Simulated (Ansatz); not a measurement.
Relaxation of C2H6O2S (11 atoms, charge 0, multiplicity 1), to a largest force component of 0.015 eV/Å in at most 40 steps.

Computed with RKS r2SCAN/def2-SVP in Ansatz 0.2.0.

```xyz
11
Properties=species:S:1:pos:R:3
C -0.960 0.414 0.391
C 0.333 -0.035 -0.137
O 0.878 -0.924 0.774
O 1.293 1.065 -0.267
S 0.149 -0.848 -1.753
H -0.883 0.982 1.342
H -1.436 1.191 -0.296
H -1.668 -0.351 0.540
H 0.994 -0.395 1.650
H 1.762 0.808 -1.009
H -0.396 -1.964 -1.215
```

**Question.** Where does it end, and by what steps?

**Answer.** The run converged. After 7 steps the energy has fallen by 0.626 eV; H11 moved furthest, 0.30 Å.

```
step  energy less start (eV)  largest force component (eV/Å)  accepted
   0                  0.0000                           4.037       yes
   1                 -0.4832                           1.180       yes
   2                 -0.5721                           0.532       yes
   3                 -0.6041                           0.923       yes
   4                 -0.6212                           0.281       yes
   5                 -0.6245                           0.097       yes
   6                 -0.6259                           0.046       yes
   7                 -0.6262                           0.015       yes
```

```xyz
11
Properties=species:S:1:pos:R:3
C -1.012 0.531 0.420
C 0.286 0.003 -0.158
O 0.892 -0.942 0.683
O 1.108 1.100 -0.391
S 0.022 -0.882 -1.781
H -0.797 1.068 1.361
H -1.486 1.235 -0.276
H -1.702 -0.300 0.622
H 0.965 -0.522 1.555
H 1.921 0.754 -0.793
H -0.130 -2.101 -1.222
```

Whether the end is a true minimum wasn't checked by a vibrational analysis.

Time of the run: 9.5 s on 2 threads of AMD EPYC 9R45 96-Core Processor (Zen 5), with other jobs on the host, peak memory 0.18 GiB.
